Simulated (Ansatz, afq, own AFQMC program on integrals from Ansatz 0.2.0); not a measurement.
# Where AFQMC and coupled cluster stand for C₂⁺, doublet

```yaml
atoms:
  - { symbol: C, position_ang: [0.0000, 0.0000, 0.0000] }
  - { symbol: C, position_ang: [0.0000, 0.0000, 1.3014] }
```

Basis 6-31G. Noble-gas cores (and the filled d shells of Ga–Kr and In–Xe) are frozen. AFQMC by an in-house program on the Cholesky factors that Ansatz 0.2.0 writes for its CCSD(T) run. ph-AFQMC/CISD is guided by a CISD state made of CCSD amplitudes; releasing the constraint for a short imaginary time cuts its bias at the price of noise, slowly where states lie close. ± is one standard error of the sampling.

Determinant: ROHF, the one that the program's search chose, which needn't be the lowest solution. The geometry is a PBE0/def2-TZVP stationary point of this or a neighbouring charge and spin state.

Full CI is exact in this basis; its frozen core comes from its own orbitals, which moves totals by up to a few meV.

Cautions: a spin-contaminated unrestricted determinant lies lower (UHF 3.58 eV lower, ⟨S²⟩ 2.17); the search met a lower determinant of the same kind, perhaps of another symmetry (801 meV lower), and this one is a saddle point; strong correlation (T1 0.045, weight of the determinant 0.74, largest double 0.38); (T) is large, 8 % of the CCSD correlation; the CCSD(T) amplitudes may be one of several solutions (largest double 0.38); in a space of 7 electrons in 8 natural orbitals full CI finds another state of this spin 6 meV below the state of CCSD(T); the CCSDT(Q) amplitudes may be one of several solutions (largest double 0.44); in a space of 7 electrons in 8 natural orbitals full CI finds another state of this spin 5 meV below the state of CCSDT(Q); the CCSDTQ amplitudes may be one of several solutions (largest double 0.45); in a space of 7 electrons in 8 natural orbitals full CI finds another state of this spin 5 meV below the state of CCSDTQ; the released energies are still falling, so no released level is given (meV from the phaseless value at times in 1/Eh: -49 ± 4 at 0.24, -91 ± 7 at 0.51, -147 ± 4 at 0.99, -179 ± 5 at 1.62, -201 ± 5 at 2.40); the ph-AFQMC/CISD walk drifts between its halves (2.2 errors); full CI with its own frozen core; a state of higher spin lies lower (by 25 meV).

```
T1 diagnostic                               : 0.0450
weight of the determinant in the CISD state : 0.739
size of the correlated space                : 7 electrons in 16 orbitals
```

Reference: full CI, correlation energy -7.247 eV. CCSDTQ lies 12.1 meV above full CI, in part by the other frozen core, which shifts every row alike, so rows that close can't be ranked against it.

| level | E − E(reference) (kJ/mol) | share of correlation (%) |
| --- | --- | --- |
| HF | 699.2 | 0.00 |
| MP2 | 113.2 | 83.81 |
| CCSD | 52.8 | 92.44 |
| CCSD(T) | 1.9 | 99.73 |
| CCSDT | 5.7 | 99.19 |
| CCSDT(Q) | -2.1 | 100.29 |
| CCSDTQ | 1.2 | 99.83 |
| ph-AFQMC/CISD | 26.9 ± 0.4 | 96.16 |

CCSDT and higher add their correlation energy to the determinant of the CCSD(T) run, since their own runs factorise the integrals more tightly (a shift of under 2 meV).
